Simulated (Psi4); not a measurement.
Psi4 input (wB97X-D/6-31G*):

```
memory 1500 MB

molecule {
0 3
S    -0.00745418    0.00930076    1.18886061
C    -0.00314603    1.23475990   -0.01554078
C     0.00321953   -1.23485160    0.00381953
C     0.00610781    0.70120956   -1.27203811
C     0.00977370   -0.72102529   -1.26088861
H    -0.00764255    2.27441778    0.26701165
H     0.00407084   -2.26996127    0.30263693
H     0.01016329    1.29868792   -2.17207880
H     0.01694535   -1.33251200   -2.15145173
symmetry c1
no_reorient
no_com
}

set {
  basis 6-31G*
  reference uks
  scf_type pk
  dft_radial_points 99
  dft_spherical_points 590
  e_convergence 1e-8
  d_convergence 1e-7
  maxiter 150
}

e = energy('wb97x-d')
print_out(f'\nFINAL {e:.10f} DIPOLE {variable("CURRENT DIPOLE")[0]:.6f} {variable("CURRENT DIPOLE")[1]:.6f} {variable("CURRENT DIPOLE")[2]:.6f}\n')
```

Output:

```
   => Loading Basis Set <=

    Name: 6-31G*
    Role: ORBITAL
    Keyword: BASIS
    atoms 1   entry S          line   316 file 6-31gs.gbs
    atoms 2-5 entry C          line   111 file 6-31gs.gbs
    atoms 6-9 entry H          line    44 file 6-31gs.gbs

   => WB97X-D: Empirical Dispersion <=

    Chai and Head-Gordon Dispersion Correction
    Chai, J.-D.; Head-Gordon, M. (2010), J. Chem. Phys., 132: 6615-6620

        s6 =       1.000000

         ---------------------------------------------------------
                                   SCF
               by Justin Turney, Rob Parrish, Andy Simmonett
                          and Daniel G. A. Smith
                              UKS Reference
         ---------------------------------------------------------

  ==> Geometry <==

    Molecular point group: c1
    Full point group: C1

    Geometry (in Angstrom), charge = 0, multiplicity = 3:

       Center              X                  Y                   Z               Mass
    ------------   -----------------  -----------------  -----------------  -----------------
         S           -0.007454180000     0.009300760000     1.188860610000    31.972071174400
         C           -0.003146030000     1.234759900000    -0.015540780000    12.000000000000
         C            0.003219530000    -1.234851600000     0.003819530000    12.000000000000
         C            0.006107810000     0.701209560000    -1.272038110000    12.000000000000
         C            0.009773700000    -0.721025290000    -1.260888610000    12.000000000000
         H           -0.007642550000     2.274417780000     0.267011650000     1.007825032230
         H            0.004070840000    -2.269961270000     0.302636930000     1.007825032230
         H            0.010163290000     1.298687920000    -2.172078800000     1.007825032230
         H            0.016945350000    -1.332512000000    -2.151451730000     1.007825032230

  Running in c1 symmetry.

  Rotational constants: A =      0.26916  B =      0.18073  C =      0.10813 [cm^-1]
  Rotational constants: A =   8069.29995  B =   5418.06787  C =   3241.55279 [MHz]
  Nuclear repulsion =  202.980075493394395

  Charge       = 0
  Multiplicity = 3
  Electrons    = 44
  Nalpha       = 23
  Nbeta        = 21

  ==> Algorithm <==

  SCF Algorithm Type is PK.
  DIIS enabled.
  MOM disabled.
  Fractional occupation disabled.
  Guess Type is SAD.
  Energy threshold   = 1.00e-08
  Density threshold  = 1.00e-07
  Integral threshold = 1.00e-12

  ==> Primary Basis <==

  Basis Set: 6-31G*
    Blend: 6-31G*
    Number of shells: 40
    Number of basis functions: 87
    Number of Cartesian functions: 87
    Spherical Harmonics?: false
    Max angular momentum: 2

  ==> DFT Potential <==

   => LibXC <=

    Version 7.1.2
    S. Lehtola, C. Steigemann, M. J. T. Oliveira, and M. A. L. Marques,  SoftwareX 7, 1–5 (2018) (10.1016/j.softx.2017.11.002)

   => Composite Functional: WB97X-D <=

    wB97X-D Hyb-GGA Exchange-Correlation Functional

    J.-D. Chai and M. Head-Gordon,  Phys. Chem. Chem. Phys. 10, 6615–6620 (2008) (10.1039/B810189B)

    Deriv               =              1
    GGA                 =           TRUE
    Meta                =          FALSE

    Exchange Hybrid     =           TRUE
    MP2 Hybrid          =          FALSE

   => Exchange-Correlation Functionals <=

    1.0000   wB97X-D range-separated functional

   => Exact (HF) Exchange <=

    0.7780            HF,LR [omega = 0.2000]
    0.2220               HF

   => LibXC Density Thresholds  <==

    XC_HYB_GGA_XC_WB97X_D:  1.00E-14

   => Molecular Quadrature <=

    Radial Scheme          =       TREUTLER
    Pruning Scheme         =           NONE
    Nuclear Scheme         =       TREUTLER

    Blocking Scheme        =         OCTREE
    BS radius alpha        =              1
    Pruning alpha          =              1
    Radial Points          =             99
    Spherical Points       =            590
    Total Points           =         491112
    Total Blocks           =           3503
    Max Points             =            256
    Max Functions          =             87
    Weights Tolerance      =       1.00E-15

  ==> Integral Setup <==

  Using in-core PK algorithm.
   Calculation information:
      Number of atoms:                   9
      Number of AO shells:              40
      Number of primitives:            103
      Number of atomic orbitals:        87
      Number of basis functions:        87

      Integral cutoff                 1.00e-12
      Number of threads:                 1

  Performing in-core PK
  Using 21986118 doubles for integral storage.
  We computed 321493 shell quartets total.
  Whereas there are 336610 unique shell quartets.

  Computing range-separated integrals for PK
  We computed 321493 wK shell quartets total.
  Whereas there are 336610 wK unique shell quartets.

  ==> DiskJK: Disk-Based J/K Matrices <==

    J tasked:                  Yes
    K tasked:                  Yes
    wK tasked:                 Yes
    Omega:               2.000E-01
    Schwarz Cutoff:          1E-12


  Cached 50.0% of DFT collocation blocks in 0.522 [GiB].

  Minimum eigenvalue in the overlap matrix is 1.6696258992E-03.
  Reciprocal condition number of the overlap matrix is 2.2359796894E-04.
    Using symmetric orthogonalization.

  ==> Pre-Iterations <==

  SCF Guess: Superposition of Atomic Densities via on-the-fly atomic UHF (no occupation information).

   -------------------------
    Irrep   Nso     Nmo
   -------------------------
     A         87      87
   -------------------------
    Total      87      87
   -------------------------

  ==> Iterations <==

                        Total Energy        Delta E     RMS |[F,P]|

   @UKS iter SAD:  -552.61694367474854   -5.52617e+02   0.00000e+00
   @UKS iter   1:  -552.57277981996185    4.41639e-02   6.49730e-03 ADIIS/DIIS
   @UKS iter   2:  -552.60770779958364   -3.49280e-02   5.93414e-03 ADIIS/DIIS
   @UKS iter   3:  -552.74583133869658   -1.38124e-01   5.59650e-04 ADIIS/DIIS
   @UKS iter   4:  -552.74713757715062   -1.30624e-03   2.54729e-04 ADIIS/DIIS
   @UKS iter   5:  -552.74739626170128   -2.58685e-04   7.34844e-05 DIIS
   @UKS iter   6:  -552.74742890953451   -3.26478e-05   1.77032e-05 DIIS
   @UKS iter   7:  -552.74743290287904   -3.99334e-06   9.67623e-06 DIIS
   @UKS iter   8:  -552.74743461252319   -1.70964e-06   4.46676e-06 DIIS
   @UKS iter   9:  -552.74743527933288   -6.66810e-07   1.53650e-06 DIIS
   @UKS iter  10:  -552.74743536410301   -8.47701e-08   2.85794e-07 DIIS
   @UKS iter  11:  -552.74743536618041   -2.07740e-09   9.64678e-08 DIIS
  Energy and wave function converged.

  ==> Post-Iterations <==

   Electrons on quadrature grid:
      Nalpha   =   22.9999999138 ; deviation = -8.616e-08
      Nbeta    =   21.0000000260 ; deviation = 2.595e-08
      Ntotal   =   43.9999999398 ; deviation = -6.021e-08

   @Spin Contamination Metric:   5.479614057E-03
   @S^2 Expected:                2.000000000E+00
   @S^2 Observed:                2.005479614E+00
   @S   Expected:                1.000000000E+00
   @S   Observed:                1.000000000E+00

    Orbital Energies [Eh]
    ---------------------

    Alpha Occupied:

       1A    -89.105071     2A    -10.318834     3A    -10.318348
       4A    -10.282891     5A    -10.282878     6A     -8.122911
       7A     -6.073644     8A     -6.069620     9A     -6.065943
      10A     -0.993103    11A     -0.854905    12A     -0.815579
      13A     -0.657029    14A     -0.645731    15A     -0.607280
      16A     -0.493281    17A     -0.487003    18A     -0.475767
      19A     -0.467021    20A     -0.440234    21A     -0.379848
      22A     -0.324596    23A     -0.145137

    Alpha Virtual:

      24A      0.107590    25A      0.118244    26A      0.176813
      27A      0.189996    28A      0.251003    29A      0.260874
      30A      0.265565    31A      0.320315    32A      0.371528
      33A      0.378633    34A      0.430992    35A      0.473841
      36A      0.503099    37A      0.535424    38A      0.561847
      39A      0.622221    40A      0.626051    41A      0.666844
      42A      0.679722    43A      0.694536    44A      0.723160
      45A      0.726568    46A      0.843912    47A      0.864766
      48A      0.891682    49A      0.894163    50A      0.923034
      51A      0.949651    52A      0.965023    53A      1.009246
      54A      1.017821    55A      1.068475    56A      1.101391
      57A      1.128417    58A      1.175718    59A      1.213810
      60A      1.255484    61A      1.404279    62A      1.434408
      63A      1.486242    64A      1.554880    65A      1.584282
      66A      1.824388    67A      1.905601    68A      1.946642
      69A      1.967373    70A      2.039922    71A      2.126827
      72A      2.274311    73A      2.325651    74A      2.336656
      75A      2.337439    76A      2.346191    77A      2.540523
      78A      2.585326    79A      2.677508    80A      2.739884
      81A      2.971424    82A      3.092962    83A      4.013553
      84A      4.200506    85A      4.220260    86A      4.426582
      87A      4.527052

    Beta Occupied:

       1A    -89.100901     2A    -10.315041     3A    -10.314628
       4A    -10.278648     5A    -10.278644     6A     -8.118740
       7A     -6.066990     8A     -6.063339     9A     -6.059516
      10A     -0.973890    11A     -0.825635    12A     -0.801066
      13A     -0.635240    14A     -0.634551    15A     -0.599796
      16A     -0.481745    17A     -0.466386    18A     -0.459129
      19A     -0.429428    20A     -0.425781    21A     -0.278026

    Beta Virtual:

      22A     -0.117791    23A      0.104793    24A      0.116903
      25A      0.170104    26A      0.187381    27A      0.202187
      28A      0.254723    29A      0.268796    30A      0.271117
      31A      0.326714    32A      0.378265    33A      0.383459
      34A      0.448821    35A      0.480082    36A      0.510409
      37A      0.543792    38A      0.569223    39A      0.628705
      40A      0.647752    41A      0.691589    42A      0.692309
      43A      0.710504    44A      0.750730    45A      0.755756
      46A      0.877390    47A      0.893472    48A      0.900079
      49A      0.903486    50A      0.927738    51A      0.955699
      52A      0.971311    53A      1.022624    54A      1.024910
      55A      1.081682    56A      1.110631    57A      1.146046
      58A      1.186397    59A      1.218572    60A      1.261550
      61A      1.413208    62A      1.463569    63A      1.512897
      64A      1.559322    65A      1.608571    66A      1.848038
      67A      1.914641    68A      1.971996    69A      1.988346
      70A      2.051084    71A      2.131770    72A      2.289251
      73A      2.345016    74A      2.361680    75A      2.362487
      76A      2.368777    77A      2.567449    78A      2.591256
      79A      2.701533    80A      2.750854    81A      2.979412
      82A      3.098983    83A      4.032222    84A      4.219752
      85A      4.237437    86A      4.443538    87A      4.546524

    Final Occupation by Irrep:
              A
    DOCC [    21 ]
    SOCC [     2 ]
    NA   [    23 ]
    NB   [    21 ]

  @UKS Final Energy:  -552.74743536618041

   => Energetics <=

    Nuclear Repulsion Energy =            202.9800754933943949
    One-Electron Energy =               -1159.7409844902294935
    Two-Electron Energy =                 438.6643886679678417
    DFT Exchange-Correlation Energy =     -34.6486941316887069
    Empirical Dispersion Energy =          -0.0022209056244987
    VV10 Nonlocal Energy =                  0.0000000000000000
    Total Energy =                       -552.7474353661804116

  UHF NO Occupations:
  HONO-2 :   21  A 1.9991686
  HONO-1 :   22  A 1.0000000
  HONO-0 :   23  A 1.0000000
  LUNO+0 :   24  A 0.0008314
  LUNO+1 :   25  A 0.0006434
  LUNO+2 :   26  A 0.0006129
  LUNO+3 :   27  A 0.0001774

Computation Completed

Properties will be evaluated at   0.000000,   0.000000,   0.000000 [a0]

Properties computed using the SCF density matrix

 Multipole Moments:

 ------------------------------------------------------------------------------------
     Multipole            Electronic (a.u.)      Nuclear  (a.u.)        Total (a.u.)
 ------------------------------------------------------------------------------------

 L = 1.  Multiply by 2.5417464519 to convert [e a0] to [Debye]
 Dipole X            :          0.0012966            0.0000002            0.0012968
 Dipole Y            :         -0.0016174            0.0000000           -0.0016174
 Dipole Z            :         -0.2068246           -0.0000000           -0.2068247
 Magnitude           :                                                    0.2068350

 ------------------------------------------------------------------------------------

FINAL -552.7474353662 DIPOLE 0.001297 -0.001617 -0.206825

*** Psi4 exiting successfully. Buy a developer a beer!
```
